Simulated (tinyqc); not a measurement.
Worked calculation (part 1 of 2): LCCD on RHF in the sto-3g basis, for CH3+, spin multiplicity 1. Computed by tinyqc, a small Python program that keeps every step (integrals from PySCF). Settings: charge = 1, multiplicity = 1, basis = sto-3g, method = RHF, energy threshold = 1e-10, iteration cap = 75, orthogonalisation = symmetric, start = core, DIIS depth = 6, amplitude equations = LCCD, DIIS depth for amplitudes = 4, cap on updates = 88. Command: `OMP_NUM_THREADS=1 python tinyqc.py 22654 22655 out.jsonl` (the two numbers bound the seeds that draw the settings). One thread of a shared host (Intel(R) Xeon(R) Processor @ 2.60GHz), about 0.1 s of CPU time with the checks. The early iterations of the SCF are left out here.

## One-electron integrals

Geometry (angstrom):
```
atom          x          y         z
C      0.000000   0.000000  0.008000
H      1.185000   0.000000  0.000000
H     -0.593000   1.026000  0.000000
H     -0.593000  -1.026000  0.000000
```

Basis sto-3g: exponents (1/bohr^2) and contraction coefficients of normalised primitives:
```
element  l (shell)   exponent  coefficient
C            s (1)  71.616837     0.154329
C            s (1)  13.045096     0.535328
C            s (1)   3.530512     0.444635
C            s (2)   2.941249    -0.099967
C            s (2)   0.683483     0.399513
C            s (2)   0.222290     0.700115
C            p (3)   2.941249     0.155916
C            p (3)   0.683483     0.607684
C            p (3)   0.222290     0.391957
H            s (1)   3.425251     0.154329
H            s (1)   0.623914     0.535328
H            s (1)   0.168855     0.444635
```

Overlap, kinetic and nuclear-attraction integrals over the contracted functions; the nuclear repulsion is the sum of Za Zb / Rab.

nuclear repulsion = 8.81121249 hartree

overlap S, order 1C 1s, 1C 2s, 1C 2px, 1C 2py, 1C 2pz, 2H 1s, 3H 1s, 4H 1s:
$$\begin{pmatrix}
1.000000 & 0.248362 & 0.000000 & 0.000000 & 0.000000 & 0.049913 & 0.049908 & 0.049908 \\
0.248362 & 1.000000 & 0.000000 & 0.000000 & 0.000000 & 0.437507 & 0.437484 & 0.437484 \\
0.000000 & 0.000000 & 1.000000 & 0.000000 & 0.000000 & 0.432972 & -0.216653 & -0.216653 \\
0.000000 & 0.000000 & 0.000000 & 1.000000 & 0.000000 & 0.000000 & 0.374850 & -0.374850 \\
0.000000 & 0.000000 & 0.000000 & 0.000000 & 1.000000 & -0.002923 & -0.002923 & -0.002923 \\
0.049913 & 0.437507 & 0.432972 & 0.000000 & -0.002923 & 1.000000 & 0.109254 & 0.109254 \\
0.049908 & 0.437484 & -0.216653 & 0.374850 & -0.002923 & 0.109254 & 1.000000 & 0.109398 \\
0.049908 & 0.437484 & -0.216653 & -0.374850 & -0.002923 & 0.109254 & 0.109398 & 1.000000
\end{pmatrix}$$

kinetic energy T (hartree), order 1C 1s, 1C 2s, 1C 2px, 1C 2py, 1C 2pz, 2H 1s, 3H 1s, 4H 1s:
$$\begin{pmatrix}
15.891122 & -0.085890 & 0.000000 & 0.000000 & 0.000000 & -0.012222 & -0.012222 & -0.012222 \\
-0.085890 & 0.472250 & 0.000000 & 0.000000 & 0.000000 & 0.078496 & 0.078484 & 0.078484 \\
0.000000 & 0.000000 & 1.477728 & 0.000000 & 0.000000 & 0.206226 & -0.103185 & -0.103185 \\
0.000000 & 0.000000 & 0.000000 & 1.477728 & 0.000000 & 0.000000 & 0.178529 & -0.178529 \\
0.000000 & 0.000000 & 0.000000 & 0.000000 & 1.477728 & -0.001392 & -0.001392 & -0.001392 \\
-0.012222 & 0.078496 & 0.206226 & 0.000000 & -0.001392 & 0.760032 & -0.010656 & -0.010656 \\
-0.012222 & 0.078484 & -0.103185 & 0.178529 & -0.001392 & -0.010656 & 0.760032 & -0.010649 \\
-0.012222 & 0.078484 & -0.103185 & -0.178529 & -0.001392 & -0.010656 & -0.010649 & 0.760032
\end{pmatrix}$$

nuclear attraction V (hartree), order 1C 1s, 1C 2s, 1C 2px, 1C 2py, 1C 2pz, 2H 1s, 3H 1s, 4H 1s:
$$\begin{pmatrix}
-34.992368 & -4.524942 & 0.000011 & 0.000000 & 0.000290 & -0.922884 & -0.922794 & -0.922794 \\
-4.524942 & -6.505011 & 0.000115 & 0.000000 & 0.003089 & -2.356006 & -2.355896 & -2.355896 \\
0.000011 & 0.000115 & -6.516693 & 0.000000 & -0.000001 & -2.152049 & 1.076904 & 1.076904 \\
0.000000 & 0.000000 & 0.000000 & -6.516511 & 0.000000 & 0.000000 & -1.863161 & 1.863161 \\
0.000290 & 0.003089 & -0.000001 & 0.000000 & -6.355128 & 0.015179 & 0.015178 & 0.015178 \\
-0.922884 & -2.356006 & -2.152049 & 0.000000 & 0.015179 & -4.381695 & -0.536046 & -0.536046 \\
-0.922794 & -2.355896 & 1.076904 & -1.863161 & 0.015178 & -0.536046 & -4.381707 & -0.536656 \\
-0.922794 & -2.355896 & 1.076904 & 1.863161 & 0.015178 & -0.536046 & -0.536656 & -4.381707
\end{pmatrix}$$

core Hamiltonian H = T + V (hartree), order 1C 1s, 1C 2s, 1C 2px, 1C 2py, 1C 2pz, 2H 1s, 3H 1s, 4H 1s:
$$\begin{pmatrix}
-19.101246 & -4.610832 & 0.000011 & 0.000000 & 0.000290 & -0.935106 & -0.935016 & -0.935016 \\
-4.610832 & -6.032761 & 0.000115 & 0.000000 & 0.003089 & -2.277510 & -2.277412 & -2.277412 \\
0.000011 & 0.000115 & -5.038965 & 0.000000 & -0.000001 & -1.945823 & 0.973719 & 0.973719 \\
0.000000 & 0.000000 & 0.000000 & -5.038782 & 0.000000 & 0.000000 & -1.684632 & 1.684632 \\
0.000290 & 0.003089 & -0.000001 & 0.000000 & -4.877400 & 0.013786 & 0.013786 & 0.013786 \\
-0.935106 & -2.277510 & -1.945823 & 0.000000 & 0.013786 & -3.621663 & -0.546702 & -0.546702 \\
-0.935016 & -2.277412 & 0.973719 & -1.684632 & 0.013786 & -0.546702 & -3.621675 & -0.547305 \\
-0.935016 & -2.277412 & 0.973719 & 1.684632 & 0.013786 & -0.546702 & -0.547305 & -3.621675
\end{pmatrix}$$

## Two-electron integrals

Functions are numbered as in S; the eight-fold symmetry (ij|kl) = (ji|kl) = (kl|ij) leaves the list below.

Two-electron integrals (ij|kl) in chemists' order, unique and non-zero (hartree):
```
(11|11) 3.541948    (21|11) 0.576921    (21|21) 0.111888    (22|11) 0.854682
(22|21) 0.205284    (22|22) 0.624709    (31|31) 0.020296    (32|31) 0.030858
(32|32) 0.137996    (33|11) 0.852436    (33|21) 0.205335    (33|22) 0.624568
(33|33) 0.672833    (41|41) 0.020296    (42|41) 0.030858    (42|42) 0.137996
(43|43) 0.036269    (44|11) 0.852436    (44|21) 0.205335    (44|22) 0.624568
(44|33) 0.600295    (44|44) 0.672833    (51|51) 0.020296    (52|51) 0.030858
(52|52) 0.137996    (53|53) 0.036269    (54|54) 0.036269    (55|11) 0.852436
(55|21) 0.205335    (55|22) 0.624568    (55|33) 0.600295    (55|44) 0.600295
(55|55) 0.672833    (61|11) 0.116568    (61|21) 0.022477    (61|22) 0.041186
(61|31) 0.001368    (61|32) 0.002553    (61|33) 0.041482    (61|44) 0.041044
(61|51) -0.000009   (61|52) -0.000017   (61|53) -2.96e-06   (61|55) 0.041044
(61|61) 0.004617    (62|11) 0.286164    (62|21) 0.069683    (62|22) 0.234132
(62|31) 0.006633    (62|32) 0.046187    (62|33) 0.245262    (62|44) 0.228456
(62|51) -0.000045   (62|52) -0.000312   (62|53) -0.000113   (62|55) 0.228457
(62|61) 0.014612    (62|62) 0.116125    (63|11) 0.246347    (63|21) 0.060753
(63|22) 0.216441    (63|31) 0.012031    (63|32) 0.076721    (63|33) 0.237976
(63|44) 0.205556    (63|51) -0.000034   (63|52) -0.000267   (63|53) -0.000158
(63|55) 0.205556    (63|61) 0.013322    (63|62) 0.127465    (63|63) 0.151446
(64|41) 0.007003    (64|42) 0.037189    (64|43) 0.008972    (64|54) -0.000061
(64|64) 0.014073    (65|11) -0.001663   (65|21) -0.000410   (65|22) -0.001461
(65|31) -0.000034   (65|32) -0.000267   (65|33) -0.001485   (65|44) -0.001388
(65|51) 0.007003    (65|52) 0.037191    (65|53) 0.008973    (65|55) -0.001509
(65|61) -0.000090   (65|62) -0.000861   (65|63) -0.000927   (65|65) 0.014079
(66|11) 0.439479    (66|21) 0.108837    (66|22) 0.416220    (66|31) 0.012845
(66|32) 0.120697    (66|33) 0.459684    (66|44) 0.394226    (66|51) -0.000087
(66|52) -0.000815   (66|53) -0.000442   (66|55) 0.394229    (66|61) 0.023138
(66|62) 0.262890    (66|63) 0.318443    (66|65) -0.002150   (66|66) 0.774606
(71|11) 0.116556    (71|21) 0.022475    (71|22) 0.041182    (71|31) -0.000684
(71|32) -0.001277   (71|33) 0.041150    (71|41) 0.001184    (71|42) 0.002210
(71|43) -0.000190   (71|44) 0.041369    (71|51) -0.000009   (71|52) -0.000017
(71|53) 1.48e-06    (71|54) -2.56e-06   (71|55) 0.041040    (71|61) 0.004467
(71|62) 0.013694    (71|63) 0.011674    (71|64) 0.000480    (71|65) -0.000084
(71|66) 0.021278    (71|71) 0.004616    (72|11) 0.286144    (72|21) 0.069679
(72|22) 0.234117    (72|31) -0.003319   (72|32) -0.023111   (72|33) 0.232650
(72|41) 0.005742    (72|42) 0.039986    (72|43) -0.007281   (72|44) 0.241039
(72|51) -0.000045   (72|52) -0.000312   (72|53) 0.000057    (72|54) -0.000098
(72|55) 0.228443    (72|61) 0.013694    (72|62) 0.081760    (72|63) 0.070481
(72|64) 0.009679    (72|65) -0.000589   (72|66) 0.143252    (72|71) 0.014609
(72|72) 0.116112    (73|11) -0.123266   (73|21) -0.030399   (73|22) -0.108303
(73|31) 0.008261    (73|32) 0.047085    (73|33) -0.113648   (73|41) -0.002179
(73|42) -0.017126   (73|43) 0.010906    (73|44) -0.108286   (73|51) 0.000017
(73|52) 0.000134    (73|53) -0.000085   (73|54) 0.000042    (73|55) -0.102856
(73|61) -0.005426   (73|62) -0.026890   (73|63) -0.014937   (73|64) -0.002335
(73|65) 0.000190    (73|66) -0.039272   (73|71) -0.006665   (73|72) -0.063778
(73|73) 0.048467    (74|11) 0.213274    (74|21) 0.052596    (74|22) 0.187384
(74|31) -0.002179   (74|32) -0.017126   (74|33) 0.181098    (74|41) 0.010771
(74|42) 0.066818    (74|43) -0.009919   (74|44) 0.202889    (74|51) -0.000029
(74|52) -0.000231   (74|53) 0.000042    (74|54) -0.000134   (74|55) 0.177960
(74|61) 0.010348    (74|62) 0.065866    (74|63) 0.056508    (74|64) 0.016374
(74|65) -0.000465   (74|66) 0.116078    (74|71) 0.011532    (74|72) 0.110347
(74|73) -0.059511   (74|74) 0.117036    (75|11) -0.001663   (75|21) -0.000410
(75|22) -0.001461   (75|31) 0.000017    (75|32) 0.000134    (75|33) -0.001412
(75|41) -0.000029   (75|42) -0.000231   (75|43) 0.000042    (75|44) -0.001461
(75|51) 0.007002    (75|52) 0.037188    (75|53) -0.004490   (75|54) 0.007768
(75|55) -0.001509   (75|61) -0.000084   (75|62) -0.000589   (75|63) -0.000498
(75|64) -0.000068   (75|65) 0.009221    (75|66) -0.001093   (75|71) -0.000090
(75|72) -0.000860   (75|73) 0.000464    (75|74) -0.000803   (75|75) 0.014077
(76|11) 0.064029    (76|21) 0.015642    (76|22) 0.054378    (76|31) 0.000621
(76|32) 0.004601    (76|33) 0.054869    (76|41) 0.001075    (76|42) 0.007974
(76|43) 0.000336    (76|44) 0.055257    (76|51) -0.000017   (76|52) -0.000124
(76|53) -0.000017   (76|54) -0.000029   (76|55) 0.052955    (76|61) 0.003198
(76|62) 0.023964    (76|63) 0.024409    (76|64) 0.002607    (76|65) -0.000195
(76|66) 0.050483    (76|71) 0.003197    (76|72) 0.023963    (76|73) -0.009958
(76|74) 0.022437    (76|75) -0.000195   (76|76) 0.006103    (77|11) 0.439465
(77|21) 0.108834    (77|22) 0.416209    (77|31) -0.006427   (77|32) -0.060395
(77|33) 0.410607    (77|41) 0.011121    (77|42) 0.104495    (77|43) -0.028358
(77|44) 0.443282    (77|51) -0.000087   (77|52) -0.000815   (77|53) 0.000221
(77|54) -0.000383   (77|55) 0.394219    (77|61) 0.021279    (77|62) 0.143258
(77|63) 0.120154    (77|64) 0.024085    (77|65) -0.001093   (77|66) 0.257070
(77|71) 0.023135    (77|72) 0.262873    (77|73) -0.159342   (77|74) 0.275691
(77|75) -0.002150   (77|76) 0.050483    (77|77) 0.774606    (81|11) 0.116556
(81|21) 0.022475    (81|22) 0.041182    (81|31) -0.000684   (81|32) -0.001277
(81|33) 0.041150    (81|41) -0.001184   (81|42) -0.002210   (81|43) 0.000190
(81|44) 0.041369    (81|51) -0.000009   (81|52) -0.000017   (81|53) 1.48e-06
(81|54) 2.56e-06    (81|55) 0.041040    (81|61) 0.004467    (81|62) 0.013694
(81|63) 0.011674    (81|64) -0.000480   (81|65) -0.000084   (81|66) 0.021278
(81|71) 0.004467    (81|72) 0.013693    (81|73) -0.006258   (81|74) 0.009867
(81|75) -0.000084   (81|76) 0.003035    (81|77) 0.021279    (81|81) 0.004616
(82|11) 0.286144    (82|21) 0.069679    (82|22) 0.234117    (82|31) -0.003319
(82|32) -0.023111   (82|33) 0.232650    (82|41) -0.005742   (82|42) -0.039986
(82|43) 0.007281    (82|44) 0.241039    (82|51) -0.000045   (82|52) -0.000312
(82|53) 0.000057    (82|54) 0.000098    (82|55) 0.228443    (82|61) 0.013694
(82|62) 0.081760    (82|63) 0.070481    (82|64) -0.009679   (82|65) -0.000589
(82|66) 0.143252    (82|71) 0.013693    (82|72) 0.081771    (82|73) -0.043670
(82|74) 0.056192    (82|75) -0.000589   (82|76) 0.018046    (82|77) 0.143291
(82|81) 0.014609    (82|82) 0.116112    (83|11) -0.123266   (83|21) -0.030399
(83|22) -0.108303   (83|31) 0.008261    (83|32) 0.047085    (83|33) -0.113648
(83|41) 0.002179    (83|42) 0.017126    (83|43) -0.010906   (83|44) -0.108286
(83|51) 0.000017    (83|52) 0.000134    (83|53) -0.000085   (83|54) -0.000042
(83|55) -0.102856   (83|61) -0.005426   (83|62) -0.026890   (83|63) -0.014937
(83|64) 0.002335    (83|65) 0.000190    (83|66) -0.039272   (83|71) -0.006258
(83|72) -0.043670   (83|73) 0.032065    (83|74) -0.029448   (83|75) 0.000308
(83|76) -0.007447   (83|77) -0.081034   (83|81) -0.006665   (83|82) -0.063778
(83|83) 0.048467    (84|11) -0.213274   (84|21) -0.052596   (84|22) -0.187384
(84|31) 0.002179    (84|32) 0.017126    (84|33) -0.181098   (84|41) 0.010771
(84|42) 0.066818    (84|43) -0.009919   (84|44) -0.202889   (84|51) 0.000029
(84|52) 0.000231    (84|53) -0.000042   (84|54) -0.000134   (84|55) -0.177960
(84|61) -0.010348   (84|62) -0.065866   (84|63) -0.056508   (84|64) 0.016374
(84|65) 0.000465    (84|66) -0.116078   (84|71) -0.009867   (84|72) -0.056192
(84|73) 0.029448    (84|74) -0.030535   (84|75) 0.000397    (84|76) -0.012881
(84|77) -0.092007   (84|81) -0.011532   (84|82) -0.110347   (84|83) 0.059511
(84|84) 0.117036    (85|11) -0.001663   (85|21) -0.000410   (85|22) -0.001461
(85|31) 0.000017    (85|32) 0.000134    (85|33) -0.001412   (85|41) 0.000029
(85|42) 0.000231    (85|43) -0.000042   (85|44) -0.001461   (85|51) 0.007002
(85|52) 0.037188    (85|53) -0.004490   (85|54) -0.007768   (85|55) -0.001509
(85|61) -0.000084   (85|62) -0.000589   (85|63) -0.000498   (85|64) 0.000068
(85|65) 0.009221    (85|66) -0.001093   (85|71) -0.000084   (85|72) -0.000589
(85|73) 0.000308    (85|74) -0.000397   (85|75) 0.009223    (85|76) -0.000143
(85|77) -0.001093   (85|81) -0.000090   (85|82) -0.000860   (85|83) 0.000464
(85|84) 0.000803    (85|85) 0.014077    (86|11) 0.064029    (86|21) 0.015642
(86|22) 0.054378    (86|31) 0.000621    (86|32) 0.004601    (86|33) 0.054869
(86|41) -0.001075   (86|42) -0.007974   (86|43) -0.000336   (86|44) 0.055257
(86|51) -0.000017   (86|52) -0.000124   (86|53) -0.000017   (86|54) 0.000029
(86|55) 0.052955    (86|61) 0.003198    (86|62) 0.023964    (86|63) 0.024409
(86|64) -0.002607   (86|65) -0.000195   (86|66) 0.050483    (86|71) 0.003035
(86|72) 0.018046    (86|73) -0.007447   (86|74) 0.012881    (86|75) -0.000143
(86|76) 0.004797    (86|77) 0.031263    (86|81) 0.003197    (86|82) 0.023963
(86|83) -0.009958   (86|84) -0.022437   (86|85) -0.000195   (86|86) 0.006103
(87|11) 0.064094    (87|21) 0.015658    (87|22) 0.054440    (87|31) -0.001244
(87|32) -0.009226   (87|33) 0.055518    (87|44) 0.054734    (87|51) -0.000017
(87|52) -0.000124   (87|53) 0.000034    (87|55) 0.053014    (87|61) 0.003038
(87|62) 0.018066    (87|63) 0.014892    (87|65) -0.000143   (87|66) 0.031294
(87|71) 0.003201    (87|72) 0.023996    (87|73) -0.014494   (87|74) 0.019857
(87|75) -0.000196   (87|76) 0.004803    (87|77) 0.050560    (87|81) 0.003201
(87|82) 0.023996    (87|83) -0.014494   (87|84) -0.019857   (87|85) -0.000196
(87|86) 0.004803    (87|87) 0.006120    (88|11) 0.439465    (88|21) 0.108834
(88|22) 0.416209    (88|31) -0.006427   (88|32) -0.060395   (88|33) 0.410607
(88|41) -0.011121   (88|42) -0.104495   (88|43) 0.028358    (88|44) 0.443282
(88|51) -0.000087   (88|52) -0.000815   (88|53) 0.000221    (88|54) 0.000383
(88|55) 0.394219    (88|61) 0.021279    (88|62) 0.143258    (88|63) 0.120154
(88|64) -0.024085   (88|65) -0.001093   (88|66) 0.257070    (88|71) 0.021279
(88|72) 0.143291    (88|73) -0.081034   (88|74) 0.092007    (88|75) -0.001093
(88|76) 0.031263    (88|77) 0.257167    (88|81) 0.023135    (88|82) 0.262873
(88|83) -0.159342   (88|84) -0.275691   (88|85) -0.002150   (88|86) 0.050483
(88|87) 0.050560    (88|88) 0.774606
```

## Orthogonalisation

S = U s U^T; symmetric (Loewdin) form X = U s^(-1/2) U^T, so that X^T S X = 1.

eigenvalues of S: [0.317205, 0.412177, 0.412368, 0.969954, 1.000083, 1.478234, 1.478617, 1.931362]

X, order 1C 1s, 1C 2s, 1C 2px, 1C 2py, 1C 2pz, 2H 1s, 3H 1s, 4H 1s:
$$\begin{pmatrix}
1.028004 & -0.160474 & 0.000008 & 0.000000 & 0.000203 & 0.024231 & 0.024233 & 0.024233 \\
-0.160474 & 1.328831 & -0.000073 & 0.000000 & -0.001987 & -0.286591 & -0.286582 & -0.286582 \\
0.000008 & -0.000073 & 1.152349 & 0.000000 & 0.000000 & -0.298504 & 0.149363 & 0.149363 \\
0.000000 & 0.000000 & 0.000000 & 1.152159 & 0.000000 & 0.000000 & -0.258405 & 0.258405 \\
0.000203 & -0.001987 & 0.000000 & 0.000000 & 1.000013 & 0.001876 & 0.001876 & 0.001876 \\
0.024231 & -0.286591 & -0.298504 & 0.000000 & 0.001876 & 1.202949 & -0.024686 & -0.024686 \\
0.024233 & -0.286582 & 0.149363 & -0.258405 & 0.001876 & -0.024686 & 1.202922 & -0.024651 \\
0.024233 & -0.286582 & 0.149363 & 0.258405 & 0.001876 & -0.024686 & -0.024651 & 1.202922
\end{pmatrix}$$

## Iteration 7 (converged): orbitals

converged F (hartree), order 1C 1s, 1C 2s, 1C 2px, 1C 2py, 1C 2pz, 2H 1s, 3H 1s, 4H 1s:
$$\begin{pmatrix}
-11.565990 & -3.093390 & 0.000004 & 0.000000 & -0.000106 & -0.633718 & -0.633658 & -0.633658 \\
-3.093390 & -1.903432 & 0.000053 & 0.000000 & 0.002413 & -0.803230 & -0.803178 & -0.803178 \\
0.000004 & 0.000053 & -0.719636 & 0.000000 & -0.000001 & -0.585182 & 0.292813 & 0.292813 \\
0.000000 & 0.000000 & 0.000000 & -0.719450 & 0.000000 & 0.000000 & -0.506660 & 0.506660 \\
-0.000106 & 0.002413 & -0.000001 & 0.000000 & -0.215382 & 0.003270 & 0.003270 & 0.003270 \\
-0.633718 & -0.803230 & -0.585182 & 0.000000 & 0.003270 & -0.722291 & -0.201630 & -0.201630 \\
-0.633658 & -0.803178 & 0.292813 & -0.506660 & 0.003270 & -0.201630 & -0.722257 & -0.201840 \\
-0.633658 & -0.803178 & 0.292813 & 0.506660 & 0.003270 & -0.201630 & -0.201840 & -0.722257
\end{pmatrix}$$

Diagonalise F' = X^T F X, C = X C', fill 4 alpha and 4 beta electrons from the bottom; D = 2 C_occ C_occ^T. Each column has its largest component positive (the first on a tie).

F' = X^T F X (hartree):
$$\begin{pmatrix}
-11.329209 & -1.588952 & 0.000018 & 0.000000 & 0.000108 & -0.070927 & -0.070906 & -0.070906 \\
-1.588952 & -0.956589 & -0.000044 & 0.000000 & -0.000459 & -0.398528 & -0.398497 & -0.398497 \\
0.000018 & -0.000044 & -0.421066 & 0.000000 & 0.000000 & -0.467751 & 0.234024 & 0.234024 \\
0.000000 & 0.000000 & 0.000000 & -0.421170 & 0.000000 & 0.000000 & -0.404982 & 0.404982 \\
0.000108 & -0.000459 & 0.000000 & 0.000000 & -0.215361 & 0.002327 & 0.002327 & 0.002327 \\
-0.070927 & -0.398528 & -0.467751 & 0.000000 & 0.002327 & -0.282092 & -0.044719 & -0.044719 \\
-0.070906 & -0.398497 & 0.234024 & -0.404982 & 0.002327 & -0.044719 & -0.282100 & -0.044657 \\
-0.070906 & -0.398497 & 0.234024 & 0.404982 & 0.002327 & -0.044719 & -0.044657 & -0.282100
\end{pmatrix}$$

orbital energies (hartree): MO1 -11.571641, MO2 -1.229997, MO3 -0.909523, MO4 -0.909358, MO5 -0.215390, MO6 0.144377, MO7 0.250744, MO8 0.251102

coefficients C, order 1C 1s, 1C 2s, 1C 2px, 1C 2py, 1C 2pz, 2H 1s, 3H 1s, 4H 1s:
$$\begin{pmatrix}
0.993161 & -0.233908 & -0.000041 & 0.000000 & -0.002278 & -0.207893 & 0.000000 & 0.000214 \\
0.029782 & 0.756980 & 0.000150 & 0.000000 & 0.011270 & 1.209920 & 0.000000 & -0.001267 \\
-0.000002 & -0.000090 & 0.639724 & 0.000000 & 0.000000 & 0.000850 & 0.000000 & 1.025858 \\
0.000000 & 0.000000 & 0.000000 & 0.639780 & 0.000000 & 0.000000 & 1.025524 & 0.000000 \\
-0.000041 & -0.001653 & 0.000000 & 0.000000 & 0.999928 & -0.013463 & 0.000000 & 0.000012 \\
-0.005479 & 0.178979 & 0.423036 & 0.000000 & -0.004557 & -0.704054 & 0.000000 & -0.955719 \\
-0.005479 & 0.178981 & -0.211532 & 0.366432 & -0.004553 & -0.702484 & -0.828232 & 0.479045 \\
-0.005479 & 0.178981 & -0.211532 & -0.366432 & -0.004553 & -0.702484 & 0.828232 & 0.479045
\end{pmatrix}$$

D after iteration 7, order 1C 1s, 1C 2s, 1C 2px, 1C 2py, 1C 2pz, 2H 1s, 3H 1s, 4H 1s:
$$\begin{pmatrix}
2.082164 & -0.294970 & -0.000015 & 0.000000 & 0.000691 & -0.094646 & -0.094596 & -0.094596 \\
-0.294970 & 1.147810 & 0.000056 & 0.000000 & -0.002505 & 0.270767 & 0.270580 & 0.270580 \\
-0.000015 & 0.000056 & 0.818493 & 0.000000 & 0.000001 & 0.541220 & -0.270676 & -0.270676 \\
0.000000 & 0.000000 & 0.000000 & 0.818638 & 0.000000 & 0.000000 & 0.468872 & -0.468872 \\
0.000691 & -0.002505 & 0.000001 & 0.000000 & 0.000005 & -0.000591 & -0.000591 & -0.000591 \\
-0.094646 & 0.270767 & 0.541220 & 0.000000 & -0.000591 & 0.422046 & -0.114844 & -0.114844 \\
-0.094596 & 0.270580 & -0.270676 & 0.468872 & -0.000591 & -0.114844 & 0.422165 & -0.114926 \\
-0.094596 & 0.270580 & -0.270676 & -0.468872 & -0.000591 & -0.114844 & -0.114926 & 0.422165
\end{pmatrix}$$
